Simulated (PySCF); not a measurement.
**Multinuclear NMR of C₅H₈O**

Cartesian coordinates in Å; atom numbers follow the order of the lines, from 1:
```xyz
14

C     2.1486    0.0352   -0.3260
C     0.8072   -0.3900    0.2219
O     0.6888   -1.2033    1.1077
C    -0.3549    0.2745   -0.4176
C    -1.5634    0.5597    0.4473
C    -1.6305   -0.5269   -0.5598
H     2.1934   -0.1825   -1.3912
H     2.9490   -0.4896    0.1878
H     2.2732    1.1080   -0.1939
H    -0.1146    0.9834   -1.1988
H    -1.4843    0.2794    1.4868
H    -2.1010    1.4783    0.2682
H    -1.5973   -1.5456   -0.2041
H    -2.2149   -0.3810   -1.4554
```

All values are calculated (PySCF 2.14.0 with density-fitted response routines): GFN2-xTB structure, NMR shieldings at PBE0/pcSseg-1/GIAO. Averaged over atoms made equivalent by symmetry, fast rotation or ring inversion, one computed conformer, in vacuum, relativity neglected.

Question: Predict the 17O NMR data.

Answer: 
```tsv
atoms	environment	σ (ppm)	δ (ppm)
O3	ketone oxygen	-278.4	520.3
```

Shieldings were converted by a linear fit to measured shifts: 17O: δ = 266.70 − 0.911σ (rms 10.7 ppm, 155 shifts, 12.2 ppm with the 3 outliers that the fit left out vs liquid water, solution or neat liquid). Occasional misses reach two or three times the rms, and more in compound classes unlike the fitted ones.

On a 300 MHz spectrometer 17O resonates near 40.7 MHz, so 1 ppm is 40.7 Hz.
